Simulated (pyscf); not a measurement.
Structures and frequencies: ωB97X-D3(BJ)/def2-SVP in PySCF.

### Question
PBE/def2-TZVP puts the barrier of `[SiH2][O][SiH3]` [doublet] + `[F][CH2][F]` → `[F][SiH2][O][SiH3]` + `[CH2][F]` [doublet] (atom transfer; doublet surface; C–F broken, F–Si formed) at 72.3 kJ/mol and the reaction energy at -132.8 kJ/mol, from the separated reactants. What do r²SCAN/def2-TZVP, B3LYP-D3(BJ)/def2-TZVP, ωB97M-D3(BJ)/def2-TZVP give on the same structures?

### Answer
r²SCAN: ΔE‡ = 80.2 kJ/mol, ΔE = -154.6 kJ/mol; B3LYP-D3(BJ): ΔE‡ = 88.4 kJ/mol, ΔE = -153.9 kJ/mol; ωB97M-D3(BJ): ΔE‡ = 108.0 kJ/mol, ΔE = -158.3 kJ/mol. PBE's barrier lies under all of them, by 8.0 to 35.8 kJ/mol. Its reaction energy lies over all of them, by 21.1 to 25.5 kJ/mol. One saddle was located; it need not be the lowest between these sides. The angle at the transferred F is 160°.
